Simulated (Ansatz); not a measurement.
A nudged elastic band was laid between two geometries of CH4BCl + H2 (9 atoms, charge 0, multiplicity 1).

Theory: RKS PBE0-D4/def2-SVP (Ansatz 0.2.0).

```yaml
movable_images: 7
climbing_image: yes
spring: 5.0 eV/Å²
optimiser: quadratic models (default)
start_path: straight line
force_threshold: 0.05 eV/Å
iteration_limit: 60
end_points: relaxed
```

First end point:

```xyz
9
Properties=species:S:1:pos:R:3
B -0.208 0.539 0.200
Cl -0.271 0.526 1.956
H 0.861 0.824 -0.283
C -1.456 0.215 -0.665
H -2.351 -0.075 -0.099
H -1.692 1.099 -1.285
H -1.205 -0.581 -1.388
H 0.528 -2.819 0.316
H 0.438 -2.399 0.944
```

Last end point:

```xyz
9
Properties=species:S:1:pos:R:3
B 0.023 -0.538 -0.305
Cl -0.218 0.583 2.089
H 0.996 0.132 -0.575
C -1.372 -0.213 -0.932
H -2.231 -0.658 -0.409
H -1.557 0.856 -1.112
H -1.332 -0.692 -1.932
H 0.215 -1.609 0.236
H 0.120 -0.532 2.636
```

Problem. What changes between the two ends?

Solution. Bonds broken: B1–Cl2, H8–H9. Bonds formed: B1–H8, Cl2–H9. CH4BCl + H2 becomes CH5B + ClH.

Problem. Give the energies along the band, and the barrier.

Solution. The run converged. The highest image is number 5 of 0 to 8, 1.04 eV above the first end and 0.22 eV above the last; the last end lies 0.82 eV above the first. Another band between the same ends (7 images) ends at a top of the same energy, where a vibrational analysis finds 1 clearly imaginary mode. The orbitals stay closed-shell, which can raise the energy where a bond breaks towards radicals; this wasn't checked here.

```json
{"image": "0", "path coordinate (Å)": "0.00", "energy (eV)": "0.00", "B1–Cl2 (Å)": "1.76", "H8–H9 (Å)": "0.76", "B1–H8 (Å)": "3.44"}
{"image": "1", "path coordinate (Å)": "0.58", "energy (eV)": "0.01", "B1–Cl2 (Å)": "1.76", "H8–H9 (Å)": "0.76", "B1–H8 (Å)": "3.03"}
{"image": "2", "path coordinate (Å)": "1.16", "energy (eV)": "0.04", "B1–Cl2 (Å)": "1.76", "H8–H9 (Å)": "0.76", "B1–H8 (Å)": "2.57"}
{"image": "3", "path coordinate (Å)": "1.74", "energy (eV)": "0.18", "B1–Cl2 (Å)": "1.78", "H8–H9 (Å)": "0.77", "B1–H8 (Å)": "2.05"}
{"image": "4", "path coordinate (Å)": "2.32", "energy (eV)": "0.50", "B1–Cl2 (Å)": "1.88", "H8–H9 (Å)": "0.82", "B1–H8 (Å)": "1.53"}
{"image": "5", "path coordinate (Å)": "2.90", "energy (eV)": "1.04", "B1–Cl2 (Å)": "2.20", "H8–H9 (Å)": "1.15", "B1–H8 (Å)": "1.28"}
{"image": "6", "path coordinate (Å)": "3.40", "energy (eV)": "0.88", "B1–Cl2 (Å)": "2.61", "H8–H9 (Å)": "1.60", "B1–H8 (Å)": "1.23"}
{"image": "7", "path coordinate (Å)": "3.90", "energy (eV)": "0.84", "B1–Cl2 (Å)": "2.76", "H8–H9 (Å)": "2.09", "B1–H8 (Å)": "1.22"}
{"image": "8", "path coordinate (Å)": "4.40", "energy (eV)": "0.82", "B1–Cl2 (Å)": "2.65", "H8–H9 (Å)": "2.63", "B1–H8 (Å)": "1.22"}
```

Problem. What is the geometry of the highest image?

Solution. 
```xyz
9
Properties=species:S:1:pos:R:3
B 0.002 -0.350 -0.015
Cl -0.244 0.535 1.982
H 1.066 0.094 -0.358
C -1.346 -0.190 -0.797
H -2.220 -0.610 -0.280
H -1.546 0.868 -1.025
H -1.245 -0.711 -1.766
H 0.171 -1.500 0.525
H 0.004 -0.806 1.429
```

Run time: 3.6 min on 1 thread of Arm Neoverse V1, with other jobs on the host, peak memory 0.14 GiB.
